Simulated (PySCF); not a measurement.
PySCF input (PBE/jun-cc-pV(T+d)Z):

```python
import numpy as np, basis_set_exchange as bse
from pyscf import gto, scf, dft, df
from pyscf.prop.nmr import rks as nmr

basis = {'H': gto.basis.parse(bse.get_basis('jun-cc-pV(T+d)Z', elements=['H'], fmt='nwchem')), 'O': gto.basis.parse(bse.get_basis('jun-cc-pV(T+d)Z', elements=['O'], fmt='nwchem'))}
mol = gto.M(
    atom='''
    O     0.01545466    0.72381182   -0.07020381
    O    -0.01124373   -0.72607760   -0.04190313
    H     0.80569804    0.89668240    0.46138431
    H    -0.83938551   -0.87855617    0.43547118
    ''',
    basis=basis,
    charge=0,
    verbose=4,
    max_memory=2160,
)
mf = dft.RKS(mol, xc='pbe')
mf.grids.level = 3
mf.conv_tol = 1e-9
mf.max_cycle = 100
print('smallest overlap eigenvalue', np.linalg.eigvalsh(mol.intor('int1e_ovlp'))[0])
mf.kernel()
dip = mf.dip_moment()
n = nmr.NMR(mf)
n.verbose = 2
n.max_cycle_cphf = 60
sigma = n.kernel()
for i, x in enumerate(sigma):
    print(mol.atom_symbol(i), i + 1, round(x.trace() / 3, 3))
```

Output:

```
PySCF version 2.14.0

[INPUT] verbose = 4
[INPUT] num. atoms = 4
[INPUT] num. electrons = 18
[INPUT] charge = 0
[INPUT] spin (= nelec alpha-beta = 2S) = 0
[INPUT] symmetry False subgroup None
[INPUT] Mole.unit = angstrom
[INPUT] Symbol           X                Y                Z      unit          X                Y                Z       unit  Magmom
[INPUT]  1 O      0.015454660000   0.723811820000  -0.070203810000 AA    0.029205074748   1.367806105523  -0.132665973801 Bohr   0.0
[INPUT]  2 O     -0.011243730000  -0.726077600000  -0.041903130000 AA   -0.021247570319  -1.372087809182  -0.079185439462 Bohr   0.0
[INPUT]  3 H      0.805698040000   0.896682400000   0.461384310000 AA    1.522548634699   1.694484156718   0.871889984071 Bohr   0.0
[INPUT]  4 H     -0.839385510000  -0.878556170000   0.435471180000 AA   -1.586208726828  -1.660230546347   0.822921265341 Bohr   0.0

nuclear repulsion = 36.8070207165941
number of shells = 20
number of NR pGTOs = 134
number of NR cGTOs = 106
basis = {'H': [[0, [33.87, 0.006068, 0.0, 0.0], [5.095, 0.045308, 0.0, 0.0], [1.159, 0.202822, 0.0, 0.0], [0.3258, 0.0, 1.0, 0.0], [0.1027, 0.0, 0.0, 1.0]], [1, [1.407, 1.0, 0.0], [0.388, 0.0, 1.0]], [2, [1.057, 1.0]]], 'O': [[0, [15330.0, 0.000508, 0.0, -0.000115, 0.0], [2299.0, 0.003929, 0.0, -0.000895, 0.0], [522.4, 0.020243, 0.0, -0.004636, 0.0], [147.3, 0.079181, 0.0, -0.018724, 0.0], [47.55, 0.230687, 0.0, -0.058463, 0.0], [16.76, 0.433118, 0.0, -0.136463, 0.0], [6.207, 0.35026, 0.0, -0.17574, 0.0], [1.752, 0.0, 1.0, 0.0, 0.0], [0.6882, -0.008154, 0.0, 0.603418, 0.0], [0.2384, 0.0, 0.0, 0.0, 1.0]], [0, [0.07376, 1.0]], [1, [34.46, 0.015928, 0.0, 0.0], [7.749, 0.09974, 0.0, 0.0], [2.28, 0.310492, 0.0, 0.0], [0.7156, 0.0, 1.0, 0.0], [0.214, 0.0, 0.0, 1.0]], [1, [0.05974, 1.0]], [2, [2.314, 1.0, 0.0], [0.645, 0.0, 1.0]], [2, [0.214, 1.0]], [3, [1.428, 1.0]]]}
ecp = {}
smallest overlap eigenvalue 0.00047828808757952555

******** <class 'pyscf.dft.rks.RKS'> ********
method = RKS
initial guess = minao
damping factor = 0
level_shift factor = 0
DIIS = <class 'pyscf.scf.diis.CDIIS'>
diis_start_cycle = 1
diis_space = 8
diis_damp = 0
SCF conv_tol = 1e-09
SCF conv_tol_grad = None
SCF max_cycles = 100
direct_scf = True
direct_scf_tol = 1e-13
XC library pyscf.dft.libxc version 7.1.2
    S. Lehtola, C. Steigemann, M. J. T. Oliveira, and M. A. L. Marques,  SoftwareX 7, 1–5 (2018)
XC functionals = pbe
    J. P. Perdew, K. Burke, and M. Ernzerhof,  Phys. Rev. Lett. 77, 3865 (1996)
    J. P. Perdew, K. Burke, and M. Ernzerhof,  Phys. Rev. Lett. 78, 1396 (1997)
    J. P. Perdew, K. Burke, and M. Ernzerhof,  Phys. Rev. Lett. 77, 3865 (1996)
    J. P. Perdew, K. Burke, and M. Ernzerhof,  Phys. Rev. Lett. 78, 1396 (1997)
radial grids:
    Treutler-Ahlrichs [JCP 102, 346 (1995); DOI:10.1063/1.469408] (M4) radial grids

becke partition: Becke, JCP 88, 2547 (1988); DOI:10.1063/1.454033
pruning grids: <function nwchem_prune>
grids dens level: 3
symmetrized grids: False
atomic radii adjust function: <function treutler_atomic_radii_adjust>
small_rho_cutoff = 0
Set gradient conv threshold to 3.16228e-05
Initial guess from minao.
tot grids = 47784
init E= -151.551802095659
  HOMO = -0.334337611647348  LUMO = -0.114442687757977  gap/eV = 5.98365
cycle= 1 E= -151.398500048222  delta_E= 0.153  |g|= 0.587  |ddm|= 1.31
  HOMO = -0.121783650501232  LUMO = 0.012008939595496  gap/eV = 3.64068
cycle= 2 E= -151.273257219516  delta_E= 0.125  |g|= 1.01  |ddm|= 1.29
  HOMO = -0.244000213017552  LUMO = -0.0615048371171447  gap/eV = 4.96595
cycle= 3 E= -151.462605807854  delta_E= -0.189  |g|= 0.0819  |ddm|= 0.896
  HOMO = -0.235104773780296  LUMO = -0.0499105942810907  gap/eV = 5.03939
cycle= 4 E= -151.46375245356  delta_E= -0.00115  |g|= 0.0138  |ddm|= 0.0493
  HOMO = -0.235056619201515  LUMO = -0.050042397539082  gap/eV = 5.03449
cycle= 5 E= -151.463784573586  delta_E= -3.21e-05  |g|= 0.00198  |ddm|= 0.00678
  HOMO = -0.235308298422384  LUMO = -0.0502828873730863  gap/eV = 5.03480
cycle= 6 E= -151.46378520237  delta_E= -6.29e-07  |g|= 0.000447  |ddm|= 0.00118
  HOMO = -0.23536817552205  LUMO = -0.0503342894347352  gap/eV = 5.03503
cycle= 7 E= -151.463785242528  delta_E= -4.02e-08  |g|= 5.97e-05  |ddm|= 0.000347
  HOMO = -0.235371635355142  LUMO = -0.0503382231494971  gap/eV = 5.03502
cycle= 8 E= -151.463785243197  delta_E= -6.69e-10  |g|= 9.42e-06  |ddm|= 5.89e-05
  HOMO = -0.235370954778938  LUMO = -0.0503371536208714  gap/eV = 5.03503
Extra cycle  E= -151.463785243176  delta_E= 2.1e-11  |g|= 1.45e-05  |ddm|= 1.47e-05
converged SCF energy = -151.463785243176
Dipole moment(X, Y, Z, Debye): -0.06144,  0.03308,  1.63552
O 1 107.316
O 2 107.321
H 3 24.88
H 4 24.88
```
